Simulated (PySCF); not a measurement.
PySCF was given this input:
```python
from pyscf import gto, scf, dft

mol = gto.Mole()
mol.atom = '''
    Cl    0.00000000    0.00000000    0.00000000
'''
mol.basis = 'def2-tzvp'
mol.charge = 2
mol.spin = 3
mol.verbose = 4
mol.build()

mf = dft.UKS(mol)
mf.xc = 'lda,vwn'
mf.kernel()
```

Task: What does this run give for the <S^2>, number of basis functions, HOMO energy?

Result: 
```json
{
 "<S^2>": "3.750",
 "number_of_basis_functions": "37",
 "HOMO energy": "-33.04 eV"
}
```

These values belong to the state on which the SCF converged, which isn't shown to be the lowest.
